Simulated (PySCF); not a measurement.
**Trend along the third period: MSi anions**

PBE0 with double-zeta basis sets in PySCF, for the lowest determinant that a PBE0 search found; no spin–orbit coupling. De refers to high-spin ground-configuration atoms (the charge goes to the atom of lower measured ionisation energy or higher electron affinity, which is not always the lowest computed limit). A positive dipole points towards Si; it is taken about the centre of mass and depends on that origin.

```csv
M,basis,charged atom,state (unpaired electrons),Re (Å),ωe (cm⁻¹),De (eV),μ (D)
Mg,aug-pcseg-1,Si−,"quartet (σ ↑, π ↑↑)",2.720,236,0.98,0.16
Si,def2-SVPD,Si−,doublet (π ↑),2.172,581,n/a,n/a
P,aug-cc-pV(D+d)Z,Si−,singlet (closed shell),2.011,700,5.04,0.40
S,aug-cc-pVDZ-DK,S−,doublet (π ↑),2.051,608,4.58,-0.76
Cl,aug-cc-pV(D+d)Z,Cl−,triplet (π ↑↑),2.256,364,2.12,-2.68
```

The shortest bond is that of SiP⁻ (2.011 Å), the longest that of MgSi⁻ (2.720 Å).

The rows differ in basis set, which adds steps of its own.

The state changes along the series, so neighbouring rows are not always alike in their bonding.

For an ion De counts to the pair picked by the measured ionisation energies or electron affinities, which need not be the lowest pair at this level. The highest Kohn–Sham level is positive in some of these anions. Much of that is self-interaction error, but it also means that the finite basis helps to hold the extra electron. States were picked by a PBE0 search and need not be the measured ground states.
